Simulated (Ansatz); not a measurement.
# AlF2+ (quintet): wave-function methods side by side, def2-TZVPP

One table from this session's results is given with a row withheld; the runs are named, their logs left out.

Method: def2-TZVPP, core rule «outside noble gas», up to 7 orbitals frozen; program: Ansatz 0.2.0, Gaussian basis.

Plan: UHF; ROHF; CCSD(T) on UHF.

### What is computed

The geometry is a PBE0/def2-TZVP stationary point (not a proven minimum) of the parent state, kept for this charge and spin.

3 atoms, charge 1, spin multiplicity 5.

Atoms are counted from 1 here; the program's logs count them from 0.

Bond lengths: Al1–F2 1.811 Å, Al1–F3 1.811 Å. Angles: F2–Al1–F3 65.9°.

The first run:

The input, in.yaml:

```yaml
crystal:
  periodic: [false, false, false]
  atoms:
    - {symbol: Al, position_ang: [0.000000, -0.888930, -0.000475]}
    - {symbol: F, position_ang: [0.000000, 0.631755, -0.984846]}
    - {symbol: F, position_ang: [0.000000, 0.630704, 0.985520]}
basis:
  gaussian: {orbitals: def2-TZVPP}
total_charge: 1
magnetization: {spin_polarized: true, initial_magnetization: 4}
hamiltonian: {xc: hf}
output: {orbitals: {seedname: orbitals}}
```

Command:

```console
ansatz run in.yaml --threads 1 --pin off --events-out ev --progress --plain --max-ram 4096MiB --backend cpu
```

Steps of the session up to this table: UHF; ROHF; CCSD(T) on UHF.

One table of the session follows, with a row left open; its other results are not shown here.

| method | from UCCSD(T) (kJ/mol) |
| --- | --- |
| ROHF | +1209.5 |
| UHF | +1181.5 |
| UMP2 | +102.4 |
| UCCSD | ? |
| UCCSD(T) | 0 |

**Question.** Estimate the row for UCCSD.

As computed: from UCCSD(T) (kJ/mol): +25.7. In the column «from UCCSD(T) (kJ/mol)» it lies between UCCSD(T) (0) and UMP2 (+102.4).
